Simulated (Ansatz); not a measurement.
A calculation with Ansatz (development build ahead of 0.2.0).

```yaml
crystal:
  periodic: [false, false, false]
  atoms:
    - { symbol: Si, position_ang: [0.0, 0.0, -0.84691] }
    - { symbol: F, position_ang: [0.0, 0.0, 0.84691] }
basis:
  gaussian: { orbitals: def2-SVP }
total_charge: 1
hamiltonian:
  xc: hf
correlation:
  method: ccsd_t
  frozen_orbitals: { F: 1, Si: 5 }
scf:
  omitted_lower_state_checks: [starts, atomic_configurations, cluster_reference, orbital_swaps, given_window_search, neighbouring_geometries, increment]
```

The input is written out in the form of the current development build from the run's settings.

The run gave:

| Property | Result |
| --- | --- |
| Converged | yes |
| Reference energy | -387.90724 hartree |
| Correlation energy | -0.27151 hartree |
| Total energy | -388.17875 hartree |
| Stability test | minimum among restricted orbitals |
